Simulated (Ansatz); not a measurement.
System: tetradymite Bi2Te3. Method: r²SCAN-D4 in Ansatz (PAW).

Numerical settings: plane-wave cutoff 500 eV, 10×10×10 k mesh, Fermi–Dirac smearing 0.05 eV, scalar-relativistic PAW data made under PBE.

Computed at the level's own relaxed cell.

### Question
What does this level give for the volume per atom, equilibrium lattice constant a and lattice parameter c?

### Answer

volume per atom: 35.37 Å³/atom
equilibrium lattice constant a: 4.401 Å
lattice parameter c: 31.623 Å

Measured, for comparison: lattice constant a 4.386 Å, lattice parameter c 30.497 Å (temperature not stated, no zero-point or thermal correction; as tabulated in Luo et al. (2012), arXiv:1308.1523). Computed (rounded) less measured: lattice constant a +0.3 %, lattice parameter c +3.7 %.

Spin–orbit coupling is not included; it can shift volumes and moduli of such heavy elements.

Static lattice: no zero-point or thermal effects.

It cost very roughly 9 core-minutes of CPU time.

Ansatz is a program for electronic structure.
